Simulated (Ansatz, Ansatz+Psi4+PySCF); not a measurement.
```xyz
5

C     0.0000   -0.3738   -0.0869
O     0.0000   -0.3334    1.0125
O     0.0000    0.6017   -0.8285
H     0.0000   -1.2301   -0.6440
H     0.0000    1.3272   -0.3065
```

Basis set: cc-pVTZ (spherical functions). Frozen core: 3 orbitals. Charge 0, multiplicity 1.

Computed with Ansatz (development build ahead of 0.2.0); each method stands on the lowest determinant of its kind that the runs found. Restricted open shells among the atoms or ions are ROHF, correlated in semicanonical orbitals with singles.

Task: Give the atomization energy at this shape (free ground-state atoms in the same class of orbitals less the molecule, no zero-point energy) of singlet CH2O2 by RHF-MP2, RHF.

Result:

```
 method  atomization energy
RHF-MP2     472.23 kcal/mol
    RHF     321.30 kcal/mol
```

Caution: no unrestricted run beside it, a lower state can exist; the shape is not the minimum.
